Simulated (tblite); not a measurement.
Species: acetyl fluoride, C2H3FO.
SMILES: `CC(=O)F`

Method: GFN2-xTB as coded in tblite; computed harmonic values from a numerical Hessian at the method's own geometry, unscaled. This tight-binding method is rough: wavenumbers can miss measured ones by several per cent, in bad cases by 10 to 20.

Harmonic wavenumbers (cm⁻¹): 102.1, 395.5, 533.9, 569.5, 826.2, 988.0, 998.9, 1109.5, 1362.9, 1425.8, 1429.4, 1885.4, 3023.1, 3033.3, 3075.5.

A = 11113, B = 9708, C = 5353 MHz; mass 62.017 u (most abundant isotopes); point group Cs, symmetry number 1.

Task: What is the zero-point energy?

Result: ½Σν̃ = 10380 cm⁻¹ = 124.17 kJ/mol.

Task: Entropy at 273.15 K, 1 bar (ideal gas, RRHO, classical rotation)?

Result: Translation 158.51, rotation 98.64, vibration 22.32: S = 279.5 J/(mol K).

Task: And Cp and H(273.15 K) − H(0)?

Result: Cp = 62.08 J/(mol K), of which vibrations give 28.82 (their classical limit is 15 R = 124.7); H(273.15 K) − H(0) = 12.56 kJ/mol without the zero-point energy, 3.48 from vibrations.

Task: Blend soft modes into free rotors: weight 1/[1 + (100 cm⁻¹/ν̃)⁴] for the oscillator and the rest for a rotor with moment μB/(μ + B), μ = h/(8π²ν), B = 10⁻⁴⁴ kg m². What vibrational entropy results?

Result: 21.34 J/(mol K) in place of 22.32, which changes −T·S at 273.15 K by +0.27 kJ/mol.

Task: How do the functions run with temperature in this model?

Result: 
```json
{"T (K)": "150", "S (J/(mol K))": "247.5", "Cp (J/(mol K))": "46.5", "H − H(0) (kJ/mol)": "5.91", "G − H(0) (kJ/mol)": "-31.22", "ln q(vib)": "0.50"}
{"T (K)": "250", "S (J/(mol K))": "274.1", "Cp (J/(mol K))": "59.0", "H − H(0) (kJ/mol)": "11.16", "G − H(0) (kJ/mol)": "-57.36", "ln q(vib)": "1.02"}
{"T (K)": "298.15", "S (J/(mol K))": "285.0", "Cp (J/(mol K))": "65.4", "H − H(0) (kJ/mol)": "14.16", "G − H(0) (kJ/mol)": "-70.83", "ln q(vib)": "1.29"}
{"T (K)": "400", "S (J/(mol K))": "306.1", "Cp (J/(mol K))": "78.3", "H − H(0) (kJ/mol)": "21.49", "G − H(0) (kJ/mol)": "-100.95", "ln q(vib)": "1.90"}
{"T (K)": "600", "S (J/(mol K))": "341.8", "Cp (J/(mol K))": "98.3", "H − H(0) (kJ/mol)": "39.26", "G − H(0) (kJ/mol)": "-165.85", "ln q(vib)": "3.17"}
{"T (K)": "900", "S (J/(mol K))": "385.7", "Cp (J/(mol K))": "117.7", "H − H(0) (kJ/mol)": "71.90", "G − H(0) (kJ/mol)": "-275.23", "ln q(vib)": "5.08"}
```

q(vib) and H(0) count from the zero-point level.

Task: Which modes carry the vibrational entropy at 273.15 K?

Result: 102.1 cm⁻¹: 13.57; 395.5 cm⁻¹: 3.57; 533.9 cm⁻¹: 2.01; 569.5 cm⁻¹: 1.73; 826.2 cm⁻¹: 0.58; 988.0 cm⁻¹: 0.28 J/(mol K); the other 9 give 0.57 together.

Task: What must be added to the electronic energy to get the Gibbs energy at 273.15 K and 1 bar?

Result: ZPE + [H(273.15 K) − H(0)] − T·S = 124.17 + 12.56 − 76.34 = 60.39 kJ/mol.

Hindered rotation and anharmonicity are outside this model.
